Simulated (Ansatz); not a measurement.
Molecular dynamics, step by step

H₃SF (SMILES F.S), closed shell, PBE0-D4/def2-SVP (Ansatz 0.2.0). Settings (timestep in fs, temperature in K, friction in 1/fs; T counts 15 degrees of freedom, while the starting velocities carry no drift of the centre of mass, so T starts below the set value):

```yaml
hamiltonian: {xc: pbe0, dispersion: d4}
md: {n_steps: 30, timestep: 1.0, temperature: 300, ensemble: nvt_langevin, seed: 215, friction: 0.002, initial_velocities: maxwell_boltzmann}
```

Start (the SMILES describes the start alone):

```
5
angstrom
F 0.6285 0.1841 -2.0262
H 0.1564 0.0686 -1.2267
S -0.7854 -0.1739 0.7668
H 0.1814 -0.9917 1.2130
H -0.1809 0.9128 1.2731
```

| step | time (fs) | potential energy less the start (meV) | kinetic energy (meV) | T (K) |
| --- | --- | --- | --- | --- |
| 0 | 0.00 | 0.0 | 155.1 | 240 |
| 2 | 2.00 | 11.6 | 143.5 | 222 |
| 4 | 4.00 | 37.4 | 121.8 | 189 |
| 6 | 6.00 | 60.2 | 98.3 | 152 |
| 8 | 8.00 | 62.0 | 86.5 | 134 |
| 10 | 10.00 | 76.9 | 73.7 | 114 |
| 12 | 12.00 | 67.5 | 77.1 | 119 |
| 14 | 14.00 | 59.4 | 82.4 | 128 |
| 16 | 16.00 | 58.8 | 80.5 | 125 |
| 18 | 18.00 | 62.9 | 83.7 | 129 |
| 20 | 20.00 | 54.5 | 98.0 | 152 |
| 22 | 22.00 | 67.8 | 81.1 | 125 |
| 24 | 24.00 | 59.1 | 91.4 | 141 |
| 26 | 26.00 | 38.9 | 111.0 | 172 |
| 28 | 28.00 | 33.3 | 108.3 | 168 |
| 30 | 30.00 | 35.5 | 96.3 | 149 |

Step 2, positions (Å) and forces (eV/Å):

| atom | x | y | z | Fx | Fy | Fz |
| --- | --- | --- | --- | --- | --- | --- |
| F1 | 0.631 | 0.184 | -2.027 | 0.324 | 0.089 | -0.497 |
| H2 | 0.205 | 0.078 | -1.215 | -0.331 | -0.107 | 0.435 |
| S3 | -0.788 | -0.174 | 0.768 | 0.070 | 0.134 | 0.070 |
| H4 | 0.143 | -1.045 | 1.229 | -0.022 | 0.214 | 0.006 |
| H5 | -0.147 | 0.936 | 1.226 | -0.040 | -0.330 | -0.014 |

Step 14, positions (Å) and forces (eV/Å):

```json
{"atom": "F1", "x": "0.647", "y": "0.188", "z": "-2.032", "Fx": "-0.068", "Fy": "0.005", "Fz": "0.592"}
{"atom": "H2", "x": "0.337", "y": "0.077", "z": "-1.149", "Fx": "0.012", "Fy": "-0.105", "Fz": "-0.700"}
{"atom": "S3", "x": "-0.795", "y": "-0.176", "z": "0.771", "Fx": "0.043", "Fy": "0.330", "Fz": "-0.078"}
{"atom": "H4", "x": "-0.050", "y": "-1.136", "z": "1.350", "Fx": "0.158", "Fy": "0.008", "Fz": "0.048"}
{"atom": "H5", "x": "0.095", "y": "0.818", "z": "1.035", "Fx": "-0.145", "Fy": "-0.238", "Fz": "0.137"}
```

Step 28, positions (Å) and forces (eV/Å):

```json
{"atom": "F1", "x": "0.687", "y": "0.201", "z": "-2.041", "Fx": "0.148", "Fy": "0.057", "Fz": "-0.170"}
{"atom": "H2", "x": "0.215", "y": "-0.179", "z": "-1.341", "Fx": "-0.184", "Fy": "-0.072", "Fz": "0.230"}
{"atom": "S3", "x": "-0.795", "y": "-0.164", "z": "0.785", "Fx": "0.701", "Fy": "-0.146", "Fz": "0.366"}
{"atom": "H4", "x": "-0.186", "y": "-1.177", "z": "1.477", "Fx": "-0.303", "Fy": "0.251", "Fz": "-0.302"}
{"atom": "H5", "x": "0.266", "y": "0.651", "z": "1.053", "Fx": "-0.361", "Fy": "-0.090", "Fz": "-0.123"}
```

Last step (30):

```xyz
5
angstrom
F 0.6945 0.2017 -2.0406
H 0.1806 -0.2181 -1.3771
S -0.7943 -0.1622 0.7868
H -0.2269 -1.2034 1.4821
H 0.2597 0.6606 1.0471
```

The run took about 7.5 s on 2 CPU threads of an Intel Xeon 6975P-C (shared host).
